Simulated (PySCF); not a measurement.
How the functional moves excitation energies

Species: C₃H₄FN.
InChI=1S/C3H4FN/c4-2-1-3-5/h1-3,5H/b2-1+,5-3-

Linear-response calculations in the def2-SVPD basis (PySCF; singlets by full response, triplets Tamm–Dancoff, core orbitals frozen in the response; HF means time-dependent Hartree–Fock). 'Strongest' is the level of largest summed f among the singlets computed (10 roots, of which the last may lack a degenerate partner); it can jump between rows when another state enters that window. S1 is the lowest singlet of each run and needn't be the same state throughout; f(S1) is that of one state. Geometry: PBE0-D3(BJ)/def2-SVP, one conformer, isolated molecule.

```tsv
functional	kind	S1 (eV)	f(S1)	strongest (eV)	T1 (eV)	HOMO (eV)	gap (eV)	ionisation energy, ΔSCF (eV)
LDA	LDA	4.04	0.002	5.92	3.50	-6.39	3.73	10.19
PBE	GGA	4.19	0.002	5.93	3.53	-6.30	3.90	9.91
B3LYP	global hybrid, 20% exact exchange	4.69	0.003	6.17	3.51	-7.60	5.93	10.01
PBE0	global hybrid, 25% exact exchange	4.78	0.003	6.27	3.47	-7.81	6.38	9.99
BHandHLYP	global hybrid, 50% exact exchange	5.21	0.003	6.47	3.42	-8.80	8.48	9.89
CAM-B3LYP	range-separated hybrid	4.98	0.003	6.35	3.52	-9.10	8.80	10.09
wB97X-D	range-separated hybrid	5.00	0.003	6.36	3.62	-9.62	9.97	10.04
LC-wPBE	range-separated hybrid	5.13	0.004	6.52	3.46	-10.43	11.28	10.17
HF	Hartree–Fock	5.86	0.004	6.74	3.06	-10.25	12.78	not settled
```

S1 runs from 4.04 eV (LDA) to 5.86 eV (HF), a spread of 1.82 eV, while the orbital gap spreads over 9.1 eV. Along PBE (0%), B3LYP (20%), PBE0 (25%), BHandHLYP (50%), HF (100%) S1 rises with the share of exact exchange. −ε(HOMO) comes closest to its own ΔSCF ionisation energy with LC-wPBE (+0.25 eV) and misses most with LDA (-3.80 eV). 'Not settled' means that the ion's SCF failed to converge or may have ended in another state than the lowest.
